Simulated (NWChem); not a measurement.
## Total energies of C3H7Cl

```xyz
11

C     -1.9197    -0.2437     0.2260
C     -0.7067    -1.1286    -0.0602
C      0.6150    -0.5763     0.4584
Cl     1.0707     0.9888    -0.3364
H     -2.0663    -0.0978     1.3168
H     -2.8483    -0.6900    -0.1819
H     -1.7898     0.7571    -0.2322
H     -0.6126    -1.3118    -1.1522
H     -0.8421    -2.1290     0.4100
H      0.5731    -0.3707     1.5471
H      1.4517    -1.2752     0.2657
```
Charge 0, spin multiplicity 1.

Program: NWChem. All single points use one geometry, from PBE/def2-SVP, a minimum by its harmonic frequencies. It is one conformer; others weren't searched.

Basis set: 6-31G* (74 functions).

```csv
method,total energy (Ha),relative cost
RHF,-577.16044,1
MP2,-577.68119,under 3
B2PLYP,-578.40416,4
PBE,-578.35126,3
B3LYP,-578.73351,3
LDA (SVWN5),-576.08617,under 3
CCSD(T),-577.74947,40
```

Total energies of different functionals aren't comparable as a measure of quality: only differences taken within one method are. The cost column gives rough processor time relative to RHF; each entry includes its own SCF.

The correlated methods keep 8 core orbitals frozen. B3LYP has NWChem's definition, with VWN1-RPA local correlation. The Pople sets run with spherical d functions. The structure started from a generated list of species. Coupled-cluster values serve here as a point of comparison, not as the truth.
